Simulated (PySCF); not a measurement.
Compound: C3H2ClNO.
Bonds: Cl1–C2, C2–C3 (aromatic), C3–C4 (aromatic), C4–N5 (aromatic), N5–O6 (aromatic), C2–O6 (aromatic). Hydrogens: H7 on C3; H8 on C4.

Level of theory: PBE0-D3(BJ)/def2-SVP geometry optimisation, gas phase in PySCF.

Entries marked ? are missing.

```json
{"coordinate": "Cl1–C2", "value": "1.691 Å"}
{"coordinate": "C2–C3", "value": "?"}
{"coordinate": "C3–C4", "value": "?"}
{"coordinate": "C4–N5", "value": "?"}
{"coordinate": "N5–O6", "value": "1.367 Å"}
{"coordinate": "C2–O6", "value": "1.330 Å"}
{"coordinate": "C3–H7", "value": "1.085 Å"}
{"coordinate": "C4–H8", "value": "1.090 Å"}
{"coordinate": "Cl1–C2–C3", "value": "132.0°"}
{"coordinate": "Cl1–C2–O6", "value": "?"}
{"coordinate": "C3–C2–O6", "value": "?"}
{"coordinate": "C2–C3–C4", "value": "102.0°"}
{"coordinate": "C3–C4–N5", "value": "112.2°"}
{"coordinate": "C4–N5–O6", "value": "?"}
{"coordinate": "C2–O6–N5", "value": "109.2°"}
```

Q: Fill in the missing values.

A: 
- C2–C3 = 1.364 Å, aromatic (aromatic C–Cl carbon to aromatic CH carbon); 0.10 Å below the sum of covalent radii, 1.46 Å.
- C3–C4 = 1.419 Å, aromatic (aromatic CH carbon to aromatic CH next to a ring nitrogen); 0.04 Å below the sum of covalent radii, 1.46 Å.
- C4–N5 = 1.308 Å, aromatic (aromatic CH next to a ring nitrogen to pyridine-type nitrogen); 0.13 Å below the sum of covalent radii, 1.44 Å.
- Cl1–C2–O6 = 117.2°, at the aromatic C–Cl carbon; the outer atoms are 2.586 Å apart.
- C3–C2–O6 = 110.8°, at the aromatic C–Cl carbon, inside a 5-membered ring; the outer atoms are 2.217 Å apart.
- C4–N5–O6 = 105.8°, at the pyridine-type nitrogen, inside a 5-membered ring; the outer atoms are 2.134 Å apart.

Radii are Cordero's, carbon taken as 0.76, 0.73 or 0.69 Å for four, three, and two or fewer neighbours.

No frequency check.
